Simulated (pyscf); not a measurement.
Optimised with ωB97X-D3(BJ)/def2-SVP in PySCF. MP2 and CC: frozen core, UHF for open shells. ΔMP2 is the change of the MP2 total energy from the triple- to the quadruple-zeta basis.

### Question
PBE/def2-TZVP puts the barrier of HO–SiH•–Cl + hydrogen fluoride (HF) → HO–SiH•–F + hydrogen chloride (HCl) (four-centre exchange; doublet surface; Cl–Si, F–H broken, F–Si, Cl–H formed) at 15.3 kcal/mol and the reaction energy at -7.8 kcal/mol, from the separated reactants. What do r²SCAN/def2-TZVP, ωB97M-D3(BJ)/def2-TZVP, CCSD(T)/def2-TZVPP + ΔMP2(QZVPP) give on the same structures?

### Answer
r²SCAN: ΔE‡ = 17.4 kcal/mol, ΔE = -8.7 kcal/mol; ωB97M-D3(BJ): ΔE‡ = 20.5 kcal/mol, ΔE = -8.7 kcal/mol; CCSD(T): ΔE‡ = 25.1 kcal/mol, ΔE = -8.0 kcal/mol. PBE's barrier lies under all of them, by 2.1 to 9.8 kcal/mol. Its reaction energy matches one of them and lies within 0.9 kcal/mol of the others. Low barriers are usual for a GGA, whose delocalisation error favours stretched bonds. On the reactant side the descent ends in a complex, 7.1 kcal/mol under the separated species and 29.8 kcal/mol under the saddle at ωB97X-D3(BJ)/def2-TZVP. At ωB97X-D3(BJ)/def2-TZVP the barrier from the zero used here is 22.7 kcal/mol. The same reactants have a lower exit, to H₂O + F–SiH•–Cl (barrier +14.1 kcal/mol at ωB97M-D3(BJ)/def2-TZVP, against +20.5 kcal/mol here). This is the saddle that the search found; another between the same sides may lie lower. The CCSD(T) − MP2 part came from Ansatz, without density fitting, on the same reference.
